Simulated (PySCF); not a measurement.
An element was calculated at PBE (PySCF 2.14, non-relativistic, a double-zeta basis, no spin-orbit coupling), in the ground configurations that NIST lists.

| Quantity | Value |
| --- | --- |
| electron affinity | 0.584 eV |
| first ionisation energy | 6.079 eV |
| second ionisation energy | 18.788 eV |
| third ionisation energy | 28.747 eV |
| polarisability of the atom | 63.5 bohr³ |

Task: Which element is it?

Result: Aluminium (Al, Z = 13), in aug-cc-pwCVDZ. NIST lists 5.986, 18.829, 28.448 eV for these ionisation energies.
